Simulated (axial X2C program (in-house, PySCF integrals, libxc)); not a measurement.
Outer orbitals of ClF⁺ at 1.539 Å, BP86

Computed with an in-house relativistic program for diatomic molecules. Spin-free means the one-electron spin-free X2C Hamiltonian; two-component (2c) means X2C with spin–orbit coupling and atomic mean-field two-electron Coulomb and Gaunt terms, so the difference of the two also holds small scalar two-electron terms. Basis: Cl dyall-av3z [9s8p3d2f], F dyall-av3z [7s6p3d2f] (cores contracted in-house); Gaussian nuclei, density fitting, unrestricted open shells. Masses: Cl 34.969 u, F 18.998 u.

The distance is close to the 2c PBE0 minimum; the highest filled and lowest empty levels are listed.

Spin-free orbitals, state M_S = 1/2, Λ = 1 (beyond evenly filled blocks: π+α, π+β, π-α) (Löwdin shares):

```json
{"symmetry": "σα", "occupied": "yes", "ε (eV)": "-31.40", "atomic character": "60% Cl s, 19% F p, 13% F s"}
{"symmetry": "σβ", "occupied": "yes", "ε (eV)": "-30.68", "atomic character": "59% Cl s, 20% F p, 13% F s"}
{"symmetry": "σα", "occupied": "yes", "ε (eV)": "-23.90", "atomic character": "53% F p, 30% Cl p, 10% Cl s"}
{"symmetry": "σβ", "occupied": "yes", "ε (eV)": "-23.57", "atomic character": "52% F p, 31% Cl p, 11% Cl s"}
{"symmetry": "π-α", "occupied": "yes", "ε (eV)": "-22.37", "atomic character": "68% F p, 26% Cl p, 2% Cl d"}
{"symmetry": "π+α", "occupied": "yes", "ε (eV)": "-22.37", "atomic character": "68% F p, 26% Cl p, 2% Cl d"}
{"symmetry": "π+β", "occupied": "yes", "ε (eV)": "-21.77", "atomic character": "70% F p, 24% Cl p, 3% Cl d"}
{"symmetry": "π-β", "occupied": "yes", "ε (eV)": "-21.77", "atomic character": "70% F p, 24% Cl p, 3% Cl d"}
{"symmetry": "π-α", "occupied": "yes", "ε (eV)": "-17.97", "atomic character": "65% Cl p, 26% F p, 4% F d"}
{"symmetry": "π+α", "occupied": "yes", "ε (eV)": "-17.97", "atomic character": "65% Cl p, 26% F p, 4% F d"}
{"symmetry": "π+β", "occupied": "yes", "ε (eV)": "-17.08", "atomic character": "67% Cl p, 24% F p, 4% F d"}
{"symmetry": "π-β", "occupied": "no", "ε (eV)": "-17.08", "atomic character": "67% Cl p, 24% F p, 4% F d"}
{"symmetry": "σα", "occupied": "no", "ε (eV)": "-13.23", "atomic character": "48% Cl p, 24% F p, 16% Cl d"}
{"symmetry": "σβ", "occupied": "no", "ε (eV)": "-12.86", "atomic character": "48% Cl p, 24% F p, 16% Cl d"}
{"symmetry": "σα", "occupied": "no", "ε (eV)": "-5.25", "atomic character": "76% Cl s, 13% F s, 4% Cl d"}
```

A filled and an empty partner (Λ and −Λ, same spin) share one energy because the functional has no current term.

Spinors with spin–orbit coupling (state Ω = 3/2):

```tsv
ω	occupied	ε (eV)	atomic character	λ mixture
1/2	yes	-31.39	60% Cl s, 19% F p, 13% F s	100% σ
-1/2	yes	-30.68	59% Cl s, 20% F p, 13% F s	100% σ
1/2	yes	-23.89	53% F p, 31% Cl p, 10% Cl s	100% σ
-1/2	yes	-23.57	52% F p, 31% Cl p, 11% Cl s	100% σ
-1/2	yes	-22.38	68% F p, 27% Cl p, 2% Cl d	100% π
3/2	yes	-22.33	68% F p, 26% Cl p, 2% Cl d	100% π
1/2	yes	-21.78	70% F p, 24% Cl p, 3% Cl d	100% π
-3/2	yes	-21.74	70% F p, 24% Cl p, 3% Cl d	100% π
-1/2	yes	-18.00	65% Cl p, 26% F p, 4% F d	100% π
3/2	yes	-17.92	65% Cl p, 26% F p, 4% F d	100% π
1/2	yes	-17.11	67% Cl p, 24% F p, 4% F d	100% π
-3/2	no	-17.03	67% Cl p, 24% F p, 4% F d	100% π
1/2	no	-13.22	48% Cl p, 24% F p, 16% Cl d	100% σ
-1/2	no	-12.85	48% Cl p, 24% F p, 16% Cl d	100% σ
1/2	no	-5.24	75% Cl s, 13% F s, 4% Cl d	100% σ
```

(1) How does the gap between the highest filled and lowest empty level change from the spin-free to the 2c table?

Mulliken charges and populations of the two-component result (they depend on the basis, above all on diffuse functions):

Cl 1.02 e (s 5.92 p 9.93 d 0.11 f 0.01), F -0.02 e (s 4.01 p 4.96 d 0.04 f 0.01). ⟨Lz⟩ = 1.00 ħ and ⟨Sz⟩ = 0.50 ħ (0.38 and 0.12 on the two atoms), which add up to Ω.

One determinant describes the state; a PBE0 search over occupations chose it and may have missed a lower one. Density functionals use the spin component along the axis (collinear). Without a current term, density functionals place determinants with orbital angular momentum somewhat too high.

## Answers

(1) From 0.00 to 0.08 eV at BP86, a change of 0.08 eV.
